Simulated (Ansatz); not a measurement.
This Ansatz (a first-principles code) input (CCSD(T)/6-311G**) gives -76.27595 Eh with 30 basis functions. A basis named .json is the Basis Set Exchange file of that set (core-valence sets with the plain set on hydrogen).

Ansatz 0.2 input:
```yaml
crystal:
  periodic: [false, false, false]
  atoms:
    - {symbol: O, position_ang: [0.00702152, 0.00134342, 0.11666744]}
    - {symbol: H, position_ang: [-0.04995842, 0.75929218, -0.47415850]}
    - {symbol: H, position_ang: [-0.00621371, -0.77003954, -0.45918106]}
basis:
  gaussian:
    orbitals: 6-311G__.json
magnetization: {spin_polarized: false}
correlation: {method: ccsd_t, electrons: outside_noble_gas}
```

Change:
```diff
- orbitals: 6-311G__.json
+ orbitals: 6-31G*
```

### Question
What does the run give now?

### Answer
-76.20770 Eh (CCSD(T)/6-31G*, 19 functions), a change of +68.25 mEh.
